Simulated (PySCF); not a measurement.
# Potential energy of AlO along the bond

Set-up: Al def2-TZVPP, O def2-TZVPP; no relativity (PySCF 2.14). Energies in eV from Al + O in their ground configurations at the same level. State: ²Σ⁺ (doublet), unpaired electrons σ ↑.

All columns are TPSSh. A positive dipole means Al(−)O(+).

```tsv
R (Å)	E (eV)	μ (D)	Mulliken charge on Al (basis-dependent)	HOMO (eV)	LUMO (eV)	Mayer bond order	⟨S²⟩
1.396	-3.688	-3.75	0.55	-6.89	-4.49	2.17	0.75
1.461	-4.495	-3.89	0.51	-7.00	-4.58	2.18	0.76
1.526	-4.937	-4.01	0.49	-7.10	-4.65	2.17	0.76
1.574	-5.094	-4.07	0.48	-7.16	-4.70	2.14	0.76
1.623	-5.140	-4.13	0.47	-7.10	-4.74	2.11	0.76
1.672	-5.102	-4.16	0.47	-7.00	-4.77	2.05	0.76
1.737	-4.961	-4.19	0.46	-6.87	-4.79	1.96	0.76
1.818	-4.692	-4.21	0.47	-6.73	-4.78	1.83	0.77
1.915	-4.301	-4.26	0.47	-6.57	-4.72	1.64	0.77
2.045	-3.751	-4.44	0.49	-6.33	-4.57	1.39	0.77
```

A fit through these points gives, at Re = 1.623 Å, μ = -4.13 D and dμ/dR = -0.889 D/Å; the reduced mass is 10.04 u.

Question: How strong is the fundamental in the double-harmonic approximation, I = 42.26·(dμ/dR)²/μred km/mol?

Answer: I = 42.26·(-0.889)²/10.04 = 3.33 km/mol at TPSSh.

The state was picked by a PBE0 search and need not be the measured ground state.
